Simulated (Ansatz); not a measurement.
# BSiNH (sextet): wave-function methods side by side, def2-TZVPP

The task here is to estimate one member of a computed series from the others.

The runs use Ansatz 0.2.0, Gaussian basis; def2-TZVPP, core rule «outside noble gas», up to 7 orbitals frozen.

The runs, in order: UHF; ROHF; CCSD(T) on UHF.

### What is computed

The geometry is a PBE0/def2-TZVP stationary point (not a proven minimum) of the parent state, kept for this charge and spin.

4 atoms, charge 0, spin multiplicity 6.

Atoms are counted from 1 here; the program's logs count them from 0.

Bond lengths: B1–Si2 1.920 Å, Si2–N3 1.668 Å, Si2–H4 1.486 Å. Angles: B1–Si2–N3 121.8°, B1–Si2–H4 115.6°, N3–Si2–H4 122.6°.

The first run:

Input file in.yaml:

```yaml
crystal:
  periodic: [false, false, false]
  atoms:
    - {symbol: B, position_ang: [0.000000, -0.564500, 1.717940]}
    - {symbol: Si, position_ang: [0.000000, 0.370053, 0.040934]}
    - {symbol: N, position_ang: [0.000000, -0.439646, -1.417676]}
    - {symbol: H, position_ang: [0.000000, 1.852957, 0.133591]}
basis:
  gaussian: {orbitals: def2-TZVPP}
magnetization: {spin_polarized: true, initial_magnetization: 5}
hamiltonian: {xc: hf}
output: {orbitals: {seedname: orbitals}}
```

Started as:

```bash
> ansatz run in.yaml --threads 1 --pin off --events-out ev --progress --plain --max-ram 4096MiB --backend cpu
```

Among the steps run: UHF; ROHF; CCSD(T) on UHF.

One of the session's tables, all rows but one given; the rest of the session is left out.

| method | from UCCSD(T) (meV) |
| --- | --- |
| ROHF | ? |
| UHF | +8673.9 |
| UMP2 | +1487.5 |
| UCCSD | +339.3 |
| UCCSD(T) | 0 |

**Question.** Estimate the row for ROHF.

The run gave: from UCCSD(T) (meV): +8894.7. In the column «from UCCSD(T) (meV)» it is the highest.
